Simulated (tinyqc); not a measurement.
Worked calculation: extended Hueckel theory, for BH3. One step of it, computed by the program tinyqc.

Question. Orbitals. Solve H C = S C e through S^(-1/2); fill by pairs from the bottom, a degenerate level sharing its electrons equally; each orbital has its largest coefficient positive (the first on a tie).

H (eV), lower triangle:
```
             1B 2s      1B 2px     1B 2py     1B 2pz       2H 1s       3H 1s       4H 1s
1B 2s   -15.200000
1B 2px    0.000000   -8.500000
1B 2py    0.000000    0.000000  -8.500000
1B 2pz    0.000000    0.000000   0.000000  -8.500000
2H 1s   -12.758616  -10.493628   0.000000   0.145745  -13.600000
3H 1s   -12.755161    5.244712  -9.087193   0.145686   -2.459960  -13.600000
4H 1s   -12.755161    5.244712   9.087193   0.145686   -2.459960   -2.457831  -13.600000
```

overlap S, lower triangle:
```
           1B 2s     1B 2px     1B 2py     1B 2pz     2H 1s     3H 1s     4H 1s
1B 2s   1.000000
1B 2px  0.000000   1.000000
1B 2py  0.000000   0.000000   1.000000
1B 2pz  0.000000   0.000000   0.000000   1.000000
2H 1s   0.506294   0.542657   0.000000  -0.007537  1.000000
3H 1s   0.506157  -0.271220   0.469926  -0.007534  0.103360  1.000000
4H 1s   0.506157  -0.271220  -0.469926  -0.007534  0.103360  0.103270  1.000000
```

valence electrons = 6

Give: orbital energies; occupations; coefficients; sum of one-electron energies.

Answer.

orbital energies (eV): -19.6800  -14.4280  -14.4273  -8.5008  10.7293  10.7312  24.0021

occupations: 2.0000  2.0000  2.0000  0.0000  0.0000  0.0000  0.0000

coefficients:
```
           MO1      MO2      MO3      MO4      MO5      MO6      MO7
1B 2s   0.5229   0.0000   0.0000   0.0130   0.0000  -0.0015   1.5756
1B 2px  0.0000   0.0000   0.3961   0.0000   0.0000   1.3467   0.0018
1B 2py  0.0000   0.3961   0.0000   0.0000   1.3467   0.0000   0.0000
1B 2pz  0.0002   0.0000   0.0000   0.9999   0.0000   0.0000  -0.0249
2H 1s   0.2795   0.0000   0.5875  -0.0034   0.0000  -1.0575  -0.8281
3H 1s   0.2794   0.5088  -0.2938  -0.0034  -0.9164   0.5300  -0.8259
4H 1s   0.2794  -0.5088  -0.2938  -0.0034   0.9164   0.5300  -0.8259
```

sum of one-electron energies = -97.0704 eV
